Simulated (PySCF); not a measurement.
Compound: CH3BO.
InChI=1S/CH3BO/c2-1-3/h2H3

Method: PBE0-D3(BJ)/def2-SVP geometry optimisation, gas phase in PySCF.

Masses are those of the commonest isotopes; rigid-rotor values at the optimised geometry. 

What are A, B and C (MHz)?

Ia = 4.22, Ib = 57.67, Ic = 57.67 u·Å²; 505379 MHz·u·Å²/I gives A = 119742, B = 8763, C = 8763 MHz.

What kind of rotor is it?

A prolate symmetric top, as the point group C3v requires two equal moments. Ray's parameter κ = (2B − A − C)/(A − C) = -1.000; −1 is the prolate and +1 the oblate limit.

Where do the R-branch lines fall?

The dipole of 1.49 D lies along the symmetry axis, so ΔK = 0 and J+1 ← J falls at 2B(J+1) for every K: 17.53 GHz, 35.05 GHz, 52.58 GHz, 70.10 GHz, 87.63 GHz for J = 0 to 4.

Estimate the classical rotational partition function at 100 K and 500 K.

Point group C3v, symmetry number σ = 3; q = (√π/σ)·√((kT/h)³/(ABC)), k/h = 20836.6 MHz/K: 586 at 100 K, 6550 at 500 K.

Not checked by PBE0-D3(BJ)/def2-SVP frequencies. Constants of a rigid frame at the computed geometry: no zero-point averaging, no centrifugal distortion.
